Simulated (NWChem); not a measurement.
Molecule: acetylene (C$_{2}$H$_{2}$); SMILES C#C

Program: NWChem. All runs use the structure optimised with B3LYP/6-31G* (spherical d). Level SCAN/def2-SVP: energy and gradient on several grids; changes count from the extra-fine grid, which is no exact limit either.

```tsv
grid	size of the energy change (μHa)	largest change of a gradient component (μHa/bohr)
xcoarse	700	6000
coarse	5000	2000
medium	2000	900
fine	800	1000
xfine	< 10	< 30
```
